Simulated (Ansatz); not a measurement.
A short molecular-dynamics run on `COCF`.

```yaml
crystal:
  periodic: [false, false, false]
  atoms:
    - {symbol: C, position_ang: [-0.632961, 0.772479, -0.601691]}
    - {symbol: O, position_ang: [-0.045250, 0.485228, 0.651442]}
    - {symbol: C, position_ang: [0.584405, -0.721814, 0.704109]}
    - {symbol: F, position_ang: [1.737923, -0.722947, -0.059744]}
    - {symbol: H, position_ang: [-1.321922, -0.027415, -0.900715]}
    - {symbol: H, position_ang: [-1.190041, 1.700757, -0.485898]}
    - {symbol: H, position_ang: [0.127227, 0.899783, -1.376859]}
    - {symbol: H, position_ang: [-0.044092, -1.533346, 0.310684]}
    - {symbol: H, position_ang: [0.873210, -0.899024, 1.741471]}
basis:
  gaussian: {orbitals: "6-31G*"}
hamiltonian: {xc: {name: revPBE}}
md: {timestep: 2 fs, n_steps: 50, ensemble: nvt_langevin, temperature: 1000, initial_velocities: maxwell_boltzmann, friction: 0.01, seed: 651}
```

```sh
$ ansatz run in.yaml --threads 4 --pin off --events-out ev --progress --plain --max-ram 10444MiB
```

```tsv
step	time (fs)	potential energy (eV)	kinetic (eV)	T (K)	conserved (eV)
0	0.0	-6916.4796	1.0341	889	–
1	2.0	-6916.2088	0.8697	748	–
2	4.0	-6916.0588	0.6572	565	–
3	6.0	-6915.8750	0.5083	437	–
4	8.0	-6915.7758	0.4922	423	–
5	10.0	-6915.9694	0.7110	611	–
6	12.0	-6915.9968	0.8987	773	–
7	14.0	-6915.7522	0.6011	517	–
8	16.0	-6915.7291	0.5187	446	–
9	18.0	-6915.6679	0.5211	448	–
10	20.0	-6915.8025	0.6696	576	–
11	22.0	-6916.0028	0.9824	845	–
12	24.0	-6915.8582	0.8835	759	–
13	26.0	-6915.8058	0.8526	733	–
14	28.0	-6915.6488	0.7605	654	–
15	30.0	-6915.6116	0.7394	636	–
16	32.0	-6916.0366	1.2398	1066	–
17	34.0	-6915.9962	1.2504	1075	–
18	36.0	-6915.8509	1.0406	894	–
19	38.0	-6915.6677	0.8368	719	–
20	40.0	-6915.5332	0.7564	650	–
21	42.0	-6915.7340	1.0133	871	–
22	44.0	-6915.9747	1.1463	985	–
23	46.0	-6915.9710	1.2369	1063	–
24	48.0	-6915.7673	0.9766	840	–
25	50.0	-6915.5311	0.7541	648	–
26	52.0	-6915.3694	0.5817	500	–
27	54.0	-6915.4714	0.6704	576	–
28	56.0	-6915.6783	0.8149	700	–
29	58.0	-6915.6372	0.8744	752	–
30	60.0	-6915.5704	0.7486	644	–
31	62.0	-6915.5824	0.7618	655	–
32	64.0	-6915.6045	0.7887	678	–
33	66.0	-6915.8480	0.9329	802	–
34	68.0	-6916.0579	1.1415	981	–
35	70.0	-6916.1173	1.2547	1079	–
36	72.0	-6915.9251	1.0191	876	–
37	74.0	-6915.6821	0.7953	684	–
38	76.0	-6915.5897	0.6946	597	–
39	78.0	-6915.7041	0.8314	715	–
40	80.0	-6915.9366	1.0100	868	–
41	82.0	-6915.9632	1.0489	902	–
42	84.0	-6915.9653	0.9189	790	–
43	86.0	-6915.8627	0.7860	676	–
44	88.0	-6915.8295	0.7115	612	–
45	90.0	-6915.8317	0.6424	552	–
46	92.0	-6915.7632	0.5487	472	–
47	94.0	-6915.8612	0.6330	544	–
48	96.0	-6915.8944	0.6499	559	–
49	98.0	-6915.7282	0.5692	489	–
50	100.0	-6915.8203	0.6525	561	–
```

Velocities are drawn at the set temperature; a run this short doesn't reach equilibrium.

Frames (Å, forces in eV/Å):

```xyz
9
time=0.0 fs
C    -0.633    0.772   -0.602   -0.092    0.048   -0.264
O    -0.045    0.485    0.651   -0.291    0.772    0.799
C     0.584   -0.722    0.704    0.128   -0.433    0.021
F     1.738   -0.723   -0.060    0.809   -0.082   -0.509
H    -1.322   -0.027   -0.901   -0.283   -0.280   -0.178
H    -1.190    1.701   -0.486   -0.215    0.353    0.044
H     0.127    0.900   -1.377    0.257    0.049   -0.328
H    -0.044   -1.533    0.311   -0.310   -0.373   -0.050
H     0.873   -0.899    1.741   -0.004   -0.054    0.466
9
time=4.0 fs
C    -0.655    0.799   -0.654    1.403    0.336   -0.201
O    -0.032    0.505    0.686   -0.953    1.020   -1.363
C     0.622   -0.709    0.719   -3.615   -2.558   -0.540
F     1.726   -0.762   -0.042    1.891    0.212   -0.447
H    -1.349    0.076   -1.079   -0.477   -1.033    0.700
H    -1.213    1.741   -0.604    0.208    0.236    0.518
H     0.096    0.883   -1.493    0.045    0.195    0.900
H    -0.106   -1.514    0.246    0.905    0.832    0.655
H     0.744   -1.060    1.774    0.593    0.762   -0.222
9
time=8.0 fs
C    -0.666    0.828   -0.705   -0.638   -1.140    0.457
O    -0.026    0.528    0.709   -0.942    0.876   -2.138
C     0.608   -0.716    0.732   -1.476    0.023    0.333
F     1.723   -0.809   -0.032    1.890    0.409   -0.360
H    -1.419    0.005   -1.167    1.246    1.273    1.696
H    -1.197    1.816   -0.630    0.419   -0.784    0.318
H     0.093    0.886   -1.500    0.507    0.187    0.353
H    -0.047   -1.397    0.271   -1.500   -1.645   -0.690
H     0.743   -1.085    1.773    0.495    0.803    0.030
9
time=12.0 fs
C    -0.684    0.841   -0.746    3.525    1.133    2.484
O    -0.029    0.567    0.720   -0.359   -0.520   -2.098
C     0.563   -0.717    0.741   -1.339   -0.465   -1.675
F     1.737   -0.861   -0.037   -0.010    0.510    0.145
H    -1.332    0.049   -1.012   -1.095   -1.076   -0.246
H    -1.119    1.830   -0.591   -0.472   -0.025   -0.038
H     0.194    0.944   -1.439   -0.642   -0.270    0.307
H    -0.167   -1.444    0.236    0.598    0.312    0.825
H     0.832   -1.032    1.758   -0.206    0.401    0.296
9
time=16.0 fs
C    -0.666    0.861   -0.760    1.015   -0.627    3.838
O    -0.036    0.609    0.718    0.253   -1.897   -2.035
C     0.514   -0.727    0.737    0.318    0.488   -0.416
F     1.751   -0.906   -0.044   -1.435    0.473    0.199
H    -1.362   -0.017   -0.864    0.467    0.935   -0.682
H    -1.096    1.837   -0.539   -0.688    0.100   -0.423
H     0.231    0.982   -1.357   -0.051   -0.485   -0.846
H    -0.261   -1.487    0.296    1.222    0.861    0.862
H     0.932   -0.934    1.765   -1.102    0.152   -0.497
9
time=20.0 fs
C    -0.632    0.876   -0.728   -0.123   -0.813    3.033
O    -0.046    0.628    0.701    0.347   -2.098   -2.130
C     0.480   -0.731    0.743    3.625    4.151    0.394
F     1.748   -0.950   -0.048   -2.016    0.454    0.368
H    -1.383    0.023   -0.858    0.890    0.977   -0.584
H    -1.155    1.830   -0.540    0.073   -0.079   -0.575
H     0.240    0.941   -1.395   -0.452   -0.159   -0.327
H    -0.200   -1.445    0.461   -1.974   -2.137   -1.045
H     0.903   -0.811    1.732   -0.370   -0.296    0.867
9
time=24.0 fs
C    -0.602    0.875   -0.657    1.168    2.005   -0.723
O    -0.045    0.619    0.663    0.105   -1.456   -1.523
C     0.480   -0.706    0.751    0.259   -0.553    0.271
F     1.727   -0.990   -0.046   -2.368    0.628    0.767
H    -1.340    0.195   -0.979   -1.101   -1.972   -0.165
H    -1.217    1.830   -0.663    1.186   -0.341    0.369
H     0.215    0.880   -1.470   -0.881    0.282    1.081
H    -0.334   -1.595    0.555    1.811    1.967    0.018
H     0.851   -0.689    1.792   -0.179   -0.559   -0.096
9
time=28.0 fs
C    -0.563    0.892   -0.593   -3.424   -1.226   -4.264
O    -0.043    0.598    0.618    0.717   -0.693    0.857
C     0.492   -0.690    0.751    1.291    0.092    1.798
F     1.690   -1.028   -0.037   -2.001    0.742    0.760
H    -1.384    0.190   -1.147    0.998    0.137    1.958
H    -1.136    1.799   -0.692    0.070    1.209    0.968
H     0.094    0.868   -1.429    1.851    0.359   -0.697
H    -0.277   -1.485    0.654    0.261    0.058   -0.676
H     0.799   -0.609    1.833    0.237   -0.678   -0.704
9
time=32.0 fs
C    -0.550    0.915   -0.591   -0.875    0.400   -5.652
O    -0.037    0.566    0.580    1.621    0.324    2.867
C     0.525   -0.682    0.766   -0.001   -0.285    0.083
F     1.636   -1.066   -0.025   -0.595    0.682    0.108
H    -1.283    0.196   -1.067   -0.191    0.041    0.790
H    -1.044    1.921   -0.583    0.373   -0.485    0.418
H     0.218    0.920   -1.462   -0.401    0.434    1.109
H    -0.254   -1.422    0.634   -0.444   -0.920   -0.415
H     0.825   -0.649    1.803    0.515   -0.190    0.693
9
time=36.0 fs
C    -0.555    0.949   -0.649    2.033    0.832   -0.408
O    -0.006    0.535    0.566    1.348    1.431    2.341
C     0.549   -0.678    0.775   -2.503   -3.209    1.159
F     1.572   -1.110   -0.006    1.592    0.463   -1.323
H    -1.258    0.173   -0.915   -1.048   -0.041   -0.967
H    -0.924    1.986   -0.395   -0.296   -0.963   -0.735
H     0.330    1.034   -1.377   -1.344   -0.035    0.146
H    -0.287   -1.516    0.530    1.076    1.161    0.909
H     0.939   -0.748    1.858   -0.858    0.362   -1.122
9
time=40.0 fs
C    -0.545    0.991   -0.701   -0.756   -2.839    2.764
O     0.028    0.518    0.568    0.316    1.979    1.100
C     0.531   -0.709    0.785   -1.198   -1.068    0.895
F     1.526   -1.156    0.008    2.998    0.061   -2.131
H    -1.364    0.180   -0.928    1.273    1.726   -0.783
H    -0.884    1.935   -0.327   -1.201    0.915   -0.337
H     0.339    1.183   -1.245    0.676   -0.226   -2.249
H    -0.181   -1.481    0.563   -1.732   -0.884    0.480
H     0.912   -0.765    1.821   -0.376    0.337    0.261
9
time=44.0 fs
C    -0.545    1.009   -0.724    2.819    1.299    2.314
O     0.063    0.522    0.583   -0.844    0.797   -0.939
C     0.492   -0.770    0.806   -1.202   -0.050   -0.065
F     1.504   -1.197    0.009    1.519   -0.153   -1.169
H    -1.346    0.399   -1.084   -0.338   -1.031   -0.858
H    -0.999    1.942   -0.335    0.026   -0.028   -0.429
H     0.377    1.307   -1.354   -1.691   -0.803    0.085
H    -0.261   -1.576    0.706   -0.641    0.176    0.046
H     0.842   -0.701    1.822    0.353   -0.207    1.015
9
time=48.0 fs
C    -0.518    1.038   -0.722   -0.645    0.133    1.066
O     0.083    0.524    0.591   -1.196   -0.503   -1.893
C     0.432   -0.849    0.833    0.318    1.735    1.327
F     1.487   -1.239   -0.003   -0.623   -0.297    0.318
H    -1.322    0.515   -1.314    0.590   -0.808    0.912
H    -1.053    1.941   -0.370    0.324    0.040    0.030
H     0.223    1.351   -1.461    0.707   -0.126    0.116
H    -0.419   -1.633    0.829    0.945    0.992   -0.394
H     0.822   -0.639    1.920   -0.421   -1.166   -1.481
9
time=52.0 fs
C    -0.500    1.056   -0.715   -0.433   -0.561   -0.639
O     0.088    0.519    0.588   -0.976   -0.941   -1.594
C     0.379   -0.908    0.877    2.276    3.994   -1.923
F     1.462   -1.287   -0.008   -1.619   -0.395    1.215
H    -1.246    0.536   -1.413    0.365   -0.855    1.601
H    -1.062    1.925   -0.386   -0.038    0.498    0.379
H     0.165    1.398   -1.550    0.944   -0.171    1.165
H    -0.451   -1.563    0.916   -1.244   -1.189   -0.959
H     0.731   -0.743    1.883    0.726   -0.379    0.756
9
time=56.0 fs
C    -0.490    1.069   -0.721    0.409    0.051    1.165
O     0.079    0.508    0.575   -0.255   -0.931   -0.107
C     0.349   -0.923    0.898    0.192    1.828   -2.215
F     1.425   -1.331   -0.013   -1.750   -0.197    1.459
H    -1.180    0.438   -1.268   -0.440   -0.875    0.041
H    -1.062    1.971   -0.398    0.229   -0.393    0.146
H     0.237    1.440   -1.487    0.421   -0.495    0.754
H    -0.571   -1.607    0.886    0.935    0.574   -0.869
H     0.711   -0.940    1.947    0.261    0.438   -0.374
9
time=60.0 fs
C    -0.483    1.081   -0.716   -0.210   -1.992    1.846
O     0.075    0.496    0.558    0.395   -0.773    1.844
C     0.323   -0.919    0.899    0.566    0.732   -2.129
F     1.381   -1.373   -0.009   -1.202    0.053    1.096
H    -1.159    0.248   -1.113    0.692    1.377   -0.457
H    -1.035    2.005   -0.397   -0.063   -0.778   -0.022
H     0.373    1.450   -1.303   -0.124   -0.639   -0.528
H    -0.574   -1.607    0.750    0.595    0.712   -0.190
H     0.732   -1.120    1.973   -0.650    1.309   -1.459
9
time=64.0 fs
C    -0.477    1.063   -0.677    2.035   -2.286    1.405
O     0.080    0.480    0.558    0.675   -0.213    3.050
C     0.306   -0.913    0.880    1.051    2.323   -4.027
F     1.325   -1.407    0.007    0.171   -0.091   -0.010
H    -1.060    0.207   -1.033   -0.392    0.518   -1.380
H    -1.038    1.946   -0.396   -0.523    0.257    0.167
H     0.472    1.358   -1.192   -0.995   -0.236   -0.767
H    -0.519   -1.506    0.594   -1.800   -1.001    0.131
H     0.737   -1.105    1.838   -0.222    0.730    1.432
9
time=68.0 fs
C    -0.443    1.022   -0.610   -0.716   -2.120    0.364
O     0.092    0.469    0.586    0.357    0.257    2.158
C     0.294   -0.892    0.832   -0.840    0.204   -1.344
F     1.279   -1.441    0.023    0.823   -0.213   -0.794
H    -1.016    0.233   -1.145   -0.289    0.283   -0.104
H    -1.081    1.887   -0.375    0.148    0.059    0.039
H     0.414    1.228   -1.191    0.990    0.978   -1.372
H    -0.641   -1.492    0.503    0.732    0.514    1.232
H     0.756   -0.971    1.852   -1.205    0.039   -0.178
9
time=72.0 fs
C    -0.411    0.955   -0.533   -0.749    1.135   -4.381
O     0.098    0.471    0.628    0.609    0.810    0.744
C     0.274   -0.870    0.779   -0.242   -0.186    2.903
F     1.242   -1.473    0.039    0.963   -0.160   -0.934
H    -1.049    0.299   -1.207    0.187   -0.552    1.050
H    -1.132    1.790   -0.322    0.943    0.045   -0.065
H     0.411    1.208   -1.344   -0.998    0.328    1.563
H    -0.667   -1.398    0.581   -0.316   -0.392    0.072
H     0.593   -0.840    1.881   -0.397   -1.028   -0.952
9
time=76.0 fs
C    -0.397    0.905   -0.504   -1.687    2.165   -3.145
O     0.101    0.471    0.672    1.160    1.692   -0.089
C     0.253   -0.850    0.757   -1.672   -1.678    2.946
F     1.208   -1.505    0.055    0.795    0.007   -0.779
H    -1.078    0.299   -1.098   -0.293   -1.669    0.211
H    -1.087    1.716   -0.316   -0.068    1.157    0.398
H     0.292    1.241   -1.292    0.847    0.203    0.284
H    -0.725   -1.337    0.680   -0.418   -0.639   -1.164
H     0.371   -0.861    1.824    1.334   -1.238    1.339
9
time=80.0 fs
C    -0.409    0.883   -0.515   -2.832    1.863   -0.830
O     0.096    0.483    0.713    1.231    0.468   -0.099
C     0.214   -0.860    0.776   -2.505   -2.591    3.925
F     1.176   -1.534    0.064    0.283    0.445   -0.536
H    -1.120    0.108   -0.955    0.988    0.555   -0.029
H    -1.069    1.777   -0.307    0.113   -0.484    0.056
H     0.306    1.341   -1.195    0.772   -0.646   -0.614
H    -0.841   -1.345    0.610    1.394    0.329   -0.624
H     0.339   -1.058    1.909    0.557    0.060   -1.249
9
time=84.0 fs
C    -0.451    0.888   -0.546    1.423    1.784    1.120
O     0.091    0.497    0.748    0.813   -1.197    0.140
C     0.155   -0.911    0.837    0.276   -0.095    0.952
F     1.143   -1.550    0.070    0.154    0.482   -0.355
H    -1.058    0.012   -0.836    0.065    0.649   -1.264
H    -1.024    1.790   -0.277   -0.774   -0.215   -0.254
H     0.400    1.388   -1.168   -1.160   -1.740    0.110
H    -0.805   -1.295    0.470   -0.363   -0.517    0.101
H     0.383   -1.259    1.889   -0.434    0.848   -0.551
9
time=88.0 fs
C    -0.485    0.918   -0.564    0.581   -1.204    3.230
O     0.098    0.500    0.777    0.031   -1.801    0.151
C     0.106   -0.960    0.901    0.313    1.579   -3.071
F     1.110   -1.563    0.068   -0.057    0.426    0.033
H    -0.971   -0.006   -0.887   -0.581    0.441   -0.967
H    -1.095    1.770   -0.285   -0.743    0.218   -0.313
H     0.345    1.233   -1.138    1.006    0.237   -1.313
H    -0.834   -1.291    0.384    0.068   -0.407    1.187
H     0.409   -1.350    1.861   -0.618    0.511    1.063
9
time=92.0 fs
C    -0.501    0.944   -0.556    1.304   -1.355    0.488
O     0.103    0.493    0.800   -0.962   -1.784   -0.913
C     0.065   -0.983    0.928    0.864    1.002   -1.766
F     1.083   -1.579    0.071   -0.765    0.563    0.667
H    -0.986    0.040   -1.046   -0.131    0.857    0.577
H    -1.252    1.787   -0.337    1.291   -0.931   -0.501
H     0.402    1.118   -1.275   -1.452    0.597    1.223
H    -0.903   -1.351    0.461    0.588    0.083    1.008
H     0.356   -1.361    1.962   -0.737    0.969   -0.783
9
time=96.0 fs
C    -0.502    0.947   -0.545    1.513   -1.571    0.762
O     0.100    0.471    0.812   -1.550   -1.407   -1.929
C     0.043   -0.994    0.931    1.441    1.889   -0.842
F     1.059   -1.597    0.085   -1.145    0.514    1.172
H    -1.043    0.187   -1.092   -0.537   -1.265    0.280
H    -1.238    1.723   -0.438    0.026    1.112    0.657
H     0.303    1.128   -1.277    0.282    0.784    0.516
H    -0.909   -1.426    0.657   -0.727   -0.100   -0.662
H     0.189   -1.211    1.999    0.698    0.044    0.046
9
time=100.0 fs
C    -0.486    0.929   -0.532   -1.094   -1.103    0.520
O     0.095    0.426    0.814   -1.579    0.334   -2.867
C     0.032   -0.974    0.924   -0.452    0.361    0.596
F     1.027   -1.609    0.102   -1.077    0.400    1.221
H    -1.143    0.172   -1.057    0.831   -0.149    0.641
H    -1.224    1.746   -0.430    0.488    0.280    0.931
H     0.257    1.247   -1.256    0.857    0.034    0.062
H    -0.976   -1.488    0.786    0.687    0.625   -1.010
H     0.101   -1.035    2.031    1.341   -0.782   -0.094
```

Hardware: 4 threads of an Arm Neoverse V1 on a shared host. Wall time 26 s, peak host memory 0.13 GiB.
